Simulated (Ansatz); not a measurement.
# The cluster Au₂Se+: structure and electronic state

What does the cluster Au₂Se+ look like as a doublet, and where do its frontier electrons sit?

Program: Ansatz 0.2.0, Gaussian basis. Level of theory: UKS PBE0-D4/def2-TZVP. These are calculated values, not measurements.

Levels to be run: relaxation at r2SCAN-D4/def2-TZVP; a single point at PBE0-D4/def2-TZVP; harmonic vibrations at r2SCAN-D4/def2-TZVP.

## (1) Where the work starts

3 atoms, charge 1, spin multiplicity 2.

Atoms are counted from 1 here; the program's logs count them from 0.

Bond lengths: Au1–Se3 2.371 Å, Au2–Se3 2.371 Å. Angles: Au1–Se3–Au2 105.2°.

Geometry (Å):

```xyz
3

Au   -0.01199    1.16353   -1.55751
Au   -0.80905   -1.37702    1.10860
Se    0.82104    0.21349    0.44891
```

Au takes a core potential in the def2 sets. No spin-orbit coupling is included. The ion is computed in the gas phase, without counter-ions or solvent.

The start is a GFN2-xTB geometry.

## (2) Optimising with r2SCAN-D4/def2-TZVP

The input, in.yaml:

```yaml
crystal:
  periodic: [false, false, false]
  atoms:
    - {symbol: Au, position_ang: [-0.011990, 1.163530, -1.557510]}
    - {symbol: Au, position_ang: [-0.809050, -1.377020, 1.108600]}
    - {symbol: Se, position_ang: [0.821040, 0.213490, 0.448910]}
basis:
  gaussian: {orbitals: def2-TZVP}
total_charge: 1
magnetization: {spin_polarized: true, initial_magnetization: 1}
hamiltonian: {xc: r2scan, dispersion: d4}
scf: {lower_state_search: "off"}
output: {orbitals: {seedname: orbitals}}
relax: {f_tol: 0.02, max_steps: 100}
```

Run with:

```console
> ansatz run in.yaml --threads 4 --pin off --events-out ev --progress --plain --max-ram 3916MiB
```

Further steps of the session: Single point, PBE0-D4/def2-TZVP; Vibrations by finite differences.

**Question.** What will the summary of the whole plan be? Wanted: point group; commonest bond; HOMO, LUMO at PBE0-D4/def2-TZVP; ⟨S²⟩; lowest, highest wavenumber.

As calculated:

| quantity | value |
| --- | --- |
| point group | C2v |
| commonest bond | Au–Se, 2 of mean length 2.319 Å |
| HOMO, LUMO at PBE0-D4/def2-TZVP (over both spins) | -12.87, -9.75 eV |
| ⟨S²⟩ | 0.756 |
| lowest, highest wavenumber | 40, 255 cm⁻¹ |

In words: The molecule keeps its bonding pattern by the stored test; the atoms moved 0.14 Å (rms). All wavenumbers are real: a minimum at this level. The alpha HOMO lies nearest to Au1, Au2 about 39 % each; Se3 23 % and the alpha LUMO to Au1, Au2 about 38 % each; Se3 24 % (shares on a coarse grid); over both spins the HOMO and the LUMO of beta spin, not drawn, take the frontier's place. Whether this spin is the lowest isn't tested here.
